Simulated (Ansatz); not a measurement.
# CH₅MgSi+ (SMILES [CH3][Mg][SiH2+]): functionals against CCSD(T) at one geometry

The task here is to estimate one member of a computed series from the others.

The runs use Ansatz 0.2.0, Gaussian basis; single points in def2-TZVPP.

Cores are frozen in the correlated methods. The outer core shell of Li, Na, Mg and K is correlated.

1 further run of the same task is left out (it didn't finish).

### Where the work starts

SMILES `[CH3][Mg][SiH2+]`, 8 atoms, charge 1, spin multiplicity 1.

Atoms are counted from 1 here; the program's logs count them from 0.

Bond lengths: C1–Mg2 2.158 Å, C1–H4 1.132 Å, C1–H5 1.122 Å, C1–H6 1.114 Å, Mg2–Si3 2.968 Å, Si3–H7 1.593 Å, Si3–H8 1.503 Å. Angles: Mg2–C1–H4 113.3°, Mg2–C1–H5 112.6°, Mg2–C1–H6 104.5°, H4–C1–H5 110.3°, H4–C1–H6 112.9°, H5–C1–H6 102.8°, C1–Mg2–Si3 178.2°, Mg2–Si3–H7 137.2°, Mg2–Si3–H8 129.8°, H7–Si3–H8 91.9°.

Coordinates:

```xyz
8
CH5MgSi
C    -1.3609    1.6869   -0.8153
Mg   -0.0836    0.1232   -0.0546
Si    1.5986   -2.0855    0.9948
H    -2.4132    1.3347   -1.0403
H    -0.9245    2.2033   -1.7103
H    -1.3276    2.4796   -0.0328
H     3.0239   -2.2413    1.6881
H     1.4874   -3.5680    0.7737
```

The first run:

The input, run/in.yaml:

```yaml
crystal:
  periodic: [false, false, false]
  atoms:
    - {symbol: C, position_ang: [-1.360892, 1.686938, -0.815322]}
    - {symbol: Mg, position_ang: [-0.083577, 0.123161, -0.054559]}
    - {symbol: Si, position_ang: [1.598644, -2.085468, 0.994821]}
    - {symbol: H, position_ang: [-2.413187, 1.334669, -1.040339]}
    - {symbol: H, position_ang: [-0.924503, 2.203275, -1.710283]}
    - {symbol: H, position_ang: [-1.327596, 2.479638, -0.032837]}
    - {symbol: H, position_ang: [3.023895, -2.241299, 1.688083]}
    - {symbol: H, position_ang: [1.487384, -3.568026, 0.773681]}
basis:
  gaussian: {orbitals: def2-TZVPP}
total_charge: 1
hamiltonian: {xc: pbe, dispersion: d4}
output: {forces: true}
```

Launch:

```sh
$ ansatz run in.yaml --threads 2 --pin off --events-out ev --progress --plain --max-ram 3481MiB
```

Among the steps run: PBE-D4/def2-TZVPP; r2SCAN-D4/def2-TZVPP; PBE0-D4/def2-TZVPP; wB97M-V/def2-TZVPP; CCSD(T)/def2-TZVPP.

One table of the session follows, with a row left open; its other results are not shown here.

```
   method  RMS force component (eV/Å)  angle to CCSD(T) forces (°)
   PBE-D4                           ?                            ?
r2SCAN-D4                       0.607                          3.9
  PBE0-D4                       0.619                          4.2
  wB97M-V                       0.670                          4.4
  CCSD(T)                       0.626                    reference
```

Q: Estimate the row for PBE-D4 from the others.

The run gave: RMS force component (eV/Å): 0.517; angle to CCSD(T) forces (°): 9.4. In the column «RMS force component (eV/Å)» it is the lowest.
